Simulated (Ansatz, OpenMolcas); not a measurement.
Heat of formation of C3H5Cl (2-chloropropene) from total energies

The species is C3H5Cl (9 atoms), meant as a singlet with charge 0. As SMILES, `C=C(C)Cl`. The coordinates come from a PBE0-D4/def2-TZVP relaxation.

Total energies at HF/3-21G (OpenMolcas 26.06); the atoms run unrestricted:

| species | state | energy (Eh) |
| --- | --- | --- |
| C3H5Cl | singlet | -573.137678 |
| C | triplet | -37.481070 |
| Cl | doublet | -457.276552 |
| H | doublet | -0.496199 |

Harmonic wavenumbers at PBE0-D4/def2-TZVP, in cm⁻¹: 210, 346, 400, 456, 656, 714, 913, 942, 1016, 1067, 1205, 1397, 1427, 1461, 1478, 1723, 3053, 3119, 3147, 3175, 3271.

Measured heats of formation of the gaseous atoms at 298.15 K, in kJ/mol: C 716.9, Cl 121.3, H 218.0. Spin-orbit lowering of the atoms at 298 K (mean of the ground term's levels less their thermal mean, from spectra), in kJ/mol: C 0.02, Cl 3.44. Take 1 Eh = 2625.50 kJ/mol, 1 cm⁻¹ = 0.0119627 kJ/mol, RT = 2.479 kJ/mol.

Problem. What heat of formation follows?

Solution. 
1. Electronic atomisation energy: 3 × (-37.481070) + (-457.276552) + 5 × (-0.496199) − (-573.137678) = 0.936921 Eh = 2459.9 kJ/mol.
2. Zero-point energy: half the sum of the wavenumbers, 15588 cm⁻¹ = 186.5 kJ/mol.
3. Thermal vibrational enthalpy, Σ hcν̃/(exp(hcν̃/kT) − 1): 5.0 kJ/mol. Translation, rotation and pV of a non-linear molecule: 4 RT = 9.9 kJ/mol.
4. The 9 free atoms carry 5/2 RT each: 55.8 kJ/mol.
5. Spin-orbit coupling lowers the free atoms by 3 × 0.02 + 3.44 = 3.5 kJ/mol.
6. Atomisation enthalpy at 298 K: 2459.9 − 3.5 − 186.5 − 5.0 − 9.9 + 55.8 = 2310.8 kJ/mol.
7. Sum of the atoms' heats of formation: 3362.0 kJ/mol. Heat of formation: 3362.0 − 2310.8 = +1051.2 kJ/mol.

The tabulated value is -21.0 kJ/mol (CRC Handbook of Chemistry and Physics), so this level is off by +1072.2 kJ/mol, or 31.7 % of the atomisation enthalpy. Hartree–Fock leaves out correlation, which is larger in the molecule than in the atoms, so it underbinds and puts the heat of formation too high. A basis without polarisation functions underbinds badly. Anharmonicity and any spin-orbit splitting of the molecule are left out.
